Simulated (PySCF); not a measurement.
Species: C4H2OS.
Geometry (PBE0-D3(BJ)/def2-TZVP, Å), atoms numbered from 1 in this order:
```
atom  x, y, z in Å
O1    -1.632    1.922   -0.395
C2    -1.149    0.856   -0.162
C3    -1.190   -0.501    0.203
C4     0.028    0.006   -0.049
C5     1.442   -0.207   -0.117
S6     2.318   -0.730    1.133
H7    -1.711   -1.424    0.419
H8     1.910    0.087   -1.058
```

Computed, not measured: PBE0-D3(BJ)/def2-TZVP geometry optimisation, gas phase (PySCF 2.14.0).

Take the most abundant isotopes and a rigid rotor. The values belong to one conformer with, in the numbering `[O:1]=[c:2]1[cH:3][c:4]1[CH:5]=[S:6]`, C3–C4–C5–S6 -57°.

(1) What are A, B and C (MHz)?

(2) Classify the top.

(3) What does the inertial defect say?

(4) Give the other two planar moments, Paa and Pbb, and the rms extents of the mass along the axes.

(5) Where do the levels up to J = 2 lie, in MHz?

(6) Which lines would a microwave search look for?

(7) Estimate the classical rotational partition function at 25 K, 50 K and 200 K.

Results:

(1) Ia = 46.28, Ib = 356.66, Ic = 381.19 u·Å²; 505379 MHz·u·Å²/I gives A = 10920, B = 1417, C = 1326 MHz.

(2) A near-prolate asymmetric top; Ray's κ = -0.981.

(3) Not planar: Δ = Ic − Ia − Ib = -21.75 u·Å². For a rigid frame Δ = −2 Σ m c², so Σ m c² = 10.88 u·Å² lies off the ab plane: 2.25 from hydrogen and 8.63 from heavier atoms. The atom farthest from that plane is 1.49 Å away.

(4) Paa = Σ m a² = (Ib + Ic − Ia)/2 = 345.78 and Pbb = Σ m b² = (Ia + Ic − Ib)/2 = 35.40 u·Å². With the mass M = 97.98 u, the rms extents √(P/M) along a, b and c are 1.88, 0.60, 0.33 Å.

(5) Above 0(0,0):
J = 1: 1(0,1) 2743, 1(1,1) 12246, 1(1,0) 12337
J = 2: 2(0,2) 8228, 2(1,2) 17640, 2(1,1) 17914, 2(2,1) 46423, 2(2,0) 46423

(6) The dipole components are |μa| = 1.32 D, |μb| = 2.17 D, |μc| = 1.46 D. The squared components, which scale the intensities, stand as 0.37 : 1.00 : 0.45 (a : b : c). Some lines, for components of 0.1 D or more:

```json
{"type": "b", "branch": "Q", "J(Ka,Kc)": "1(1,0) ← 1(0,1)", "MHz": "9594", "lower level (cm⁻¹)": "0.091"}
{"type": "a", "branch": "R", "J(Ka,Kc)": "5(3,3) ← 4(3,2)", "MHz": "13716", "lower level (cm⁻¹)": "3.782"}
{"type": "c", "branch": "Q", "J(Ka,Kc)": "4(2,3) ← 4(1,3)", "MHz": "28191", "lower level (cm⁻¹)": "1.249"}
{"type": "c", "branch": "R", "J(Ka,Kc)": "2(2,1) ← 1(1,1)", "MHz": "34177", "lower level (cm⁻¹)": "0.408"}
{"type": "b", "branch": "R", "J(Ka,Kc)": "4(2,3) ← 3(1,2)", "MHz": "39343", "lower level (cm⁻¹)": "0.877"}
{"type": "c", "branch": "R", "J(Ka,Kc)": "5(2,3) ← 4(1,3)", "MHz": "41926", "lower level (cm⁻¹)": "1.249"}
{"type": "c", "branch": "Q", "J(Ka,Kc)": "3(3,1) ← 3(2,1)", "MHz": "47740", "lower level (cm⁻¹)": "1.823"}
{"type": "b", "branch": "R", "J(Ka,Kc)": "3(3,0) ← 2(2,1)", "MHz": "55972", "lower level (cm⁻¹)": "1.548"}
{"type": "c", "branch": "R", "J(Ka,Kc)": "5(3,3) ← 4(2,3)", "MHz": "61461", "lower level (cm⁻¹)": "2.189"}
{"type": "b", "branch": "R", "J(Ka,Kc)": "5(3,2) ← 4(2,3)", "MHz": "61461", "lower level (cm⁻¹)": "2.189"}
{"type": "c", "branch": "Q", "J(Ka,Kc)": "4(4,1) ← 4(3,1)", "MHz": "66839", "lower level (cm⁻¹)": "3.782"}
{"type": "b", "branch": "Q", "J(Ka,Kc)": "4(4,1) ← 4(3,2)", "MHz": "66839", "lower level (cm⁻¹)": "3.782"}
{"type": "c", "branch": "R", "J(Ka,Kc)": "5(4,2) ← 4(3,2)", "MHz": "80554", "lower level (cm⁻¹)": "3.782"}
{"type": "c", "branch": "Q", "J(Ka,Kc)": "5(5,1) ← 5(4,1)", "MHz": "85936", "lower level (cm⁻¹)": "6.469"}
```

(7) Point group C1, symmetry number σ = 1; q = (√π/σ)·√((kT/h)³/(ABC)), k/h = 20836.6 MHz/K: 4650 at 25 K, 13200 at 50 K, 105000 at 200 K.

PBE0-D3(BJ)/def2-TZVP frequencies: not computed here. Constants of a rigid frame at the computed geometry: no zero-point averaging, no centrifugal distortion.
